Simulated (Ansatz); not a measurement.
System: rock-salt SnTe (cubic form, which distorts at low temperature). Method: PBE0 (Ansatz, a quantum-chemistry and plane-wave program, plane waves, PAW).

Numerical settings: plane-wave cutoff 460 eV, 8×8×8 k mesh, Fermi–Dirac smearing 0.01 eV, scalar-relativistic PAW data made under PBE.

Pressure at four volumes; x = ln(V/32.186 Å³). One pressure is withheld.

| V (Å³/atom) | x | P (GPa) |
|---|---|---|
| 30.577 | -0.0513 | 2.68 |
| 32.186 | 0.0000 | 0.09 |
| 32.991 | 0.0247 | -0.97 |
| 33.796 | 0.0488 | ? |

**Question.** Pass a parabola P(x) through the three rows shown, estimate the bulk modulus and its pressure derivative near zero pressure, and predict the withheld pressure.

**Answer.** Slopes between the rows: (0.09 − (2.68))/(0.0000 − (-0.0513)) = -50.49 and (-0.97 − (0.09))/(0.0247 − (0.0000)) = -42.91 GPa. Their difference over the span 0.0760 is c = 7.58/0.0760 = 99.7 GPa, so P(x) = 2.68 + (-50.49)(x − (-0.0513)) + 99.7 (x − (-0.0513))(x − (0.0000)). At the middle row B = −dP/dx = −[-50.49 + 99.7 × 0.0513] = 45.4 GPa, and B′ = dB/dP = 2c/B = 4.4. At x = 0.0488 the parabola gives -1.89 GPa; the run gives -1.89 GPa. The Birch–Murnaghan fit to the energies at all volumes has B0 = 44.7 GPa and B′ = 4.4.

Measured, for comparison: bulk modulus 37.8 GPa (temperature not stated, no zero-point or thermal correction; as tabulated in Toher et al. (2017), arXiv:1611.05714). Computed less measured: bulk modulus +18 % (against room or unstated temperature, where such soft solids are markedly softer).

Note: symmetry holds this phase in the static calculation, where it need not be a minimum.

Spin–orbit coupling is not included.
